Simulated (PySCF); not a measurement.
`c1cc[pH]c1`. Computed with PySCF 2.14.0, PBE0-D3(BJ)/def2-SVP geometry optimisation, gas phase.

```
atom  x, y, z in Å
C1    -0.3597   -1.0373    0.2928
C2     0.9990   -0.5990    0.0198
C3     1.0979    0.7014   -0.3570
P4    -0.5484    1.3963   -0.6010
C5    -1.3005   -0.0728    0.1259
H6    -0.5894   -2.0609    0.6014
H7     1.8567   -1.2710    0.1108
H8     2.0281    1.2091   -0.6166
H9    -0.6332    2.3300    0.4746
H10   -2.3731   -0.2130    0.2678
```

Problem. What is the longest distance between nuclei?

Solution. H8···H10, 4.71 Å; the next longest distance is 4.39 Å.

Problem. What is the repulsion energy of the bare nuclei, Σ ZA·ZB/RAB?

Solution. 201.99 Eh over 45 pairs, with full nuclear charges and distances in bohr; the largest single term is 26.41 Eh (P4 with C5, or a pair equal to it).

Problem. How far are the heavy atoms from their best plane (unweighted least squares)?

Solution. 0.052 Å rms; C1 0.03, C2 0.03, C3 0.06, P4 0.06, C5 0.06 Å (magnitudes).

Problem. Give the dihedral angles H6–C1–C2–C3, C3–P4–C5–H10, H8–C3–P4–H9.

Solution. H6–C1–C2–C3 180° (antiperiplanar); C3–P4–C5–H10 179° (antiperiplanar); H8–C3–P4–H9 -76° (synclinal). Dihedral signs follow IUPAC: positive where, seen along the central bond, the front bond turns clockwise onto the rear one.

Problem. What are the angles C2–C1–H6, C1–C2–C3, C2–C3–P4, C3–P4–H9, C5–P4–H9, P4–C5–H10, C1–C5–P4, C1–C5–H10?

Solution. From the scalar product of the two bond vectors; for C2–C1–H6 it is -0.8450 Å² over 1.4535 × 1.0935 Å², cos θ = -0.5316. C2–C1–H6 122.1°; C1–C2–C3 114.1°; C2–C3–P4 109.9°; C3–P4–H9 101.8°; C5–P4–H9 101.8°; P4–C5–H10 124.5°; C1–C5–P4 109.8°; C1–C5–H10 125.0°.

Problem. Write the matrix of distances between heavy atoms (Å, lower triangle).

Solution. 
```
C1    0.000
C2    1.454  0.000
C3    2.360  1.357  0.000
P4    2.599  2.600  1.804  0.000
C5    1.358  2.361  2.566  1.803  0.000
```

Whether it is a minimum is left open (no frequencies). One conformer, not necessarily the lowest.

The run took 17 s wall on an x86-64 server with one thread (shared host). That covers the optimisation of the geometry.
